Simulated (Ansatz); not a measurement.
PS₂, relaxed as a quartet with UKS PBE-D4/def2-TZVP in Ansatz, starting from the PBE-D4/def2-TZVP geometry of the neutral doublet. Force threshold 0.02 eV/Å.

At PBE-D4/def2-TZVP a doublet of charge 0 lies 2.07 eV below the quartet, each at its own geometry. The structure comes from a short search, and lower isomers may exist.

Start:

```xyz
3

P    -0.418    0.276    0.162
S    -0.095    0.380   -1.745
S     0.513   -0.657    1.582
```

```json
{"step": "1", "energy (eV)": "-30944.9713", "largest force component (eV/Å)": "2.389", "SCF passes": "17"}
{"step": "2", "energy (eV)": "-30945.3768", "largest force component (eV/Å)": "0.296", "SCF passes": "26"}
{"step": "3", "energy (eV)": "-30945.3799", "largest force component (eV/Å)": "0.633", "SCF passes": "26"}
{"step": "4", "energy (eV)": "-30945.4233", "largest force component (eV/Å)": "0.078", "SCF passes": "22"}
{"step": "5", "energy (eV)": "-30945.4241", "largest force component (eV/Å)": "0.013", "SCF passes": "20"}
```

Force components are those of the run's own axes.

End:

```xyz
3

P    -0.651    0.430    0.253
S     0.048    0.259   -1.649
S     0.603   -0.690    1.396
```

By distances, no bond broke or formed. The bond that changes most is P1–S2, from 1.94 to 2.03 Å (atoms count from 1).

No frequencies were taken in this run, so the end may be a saddle point.

Hardware: 2 threads of Arm Neoverse V1 on a shared host. Wall time 6.5 s.
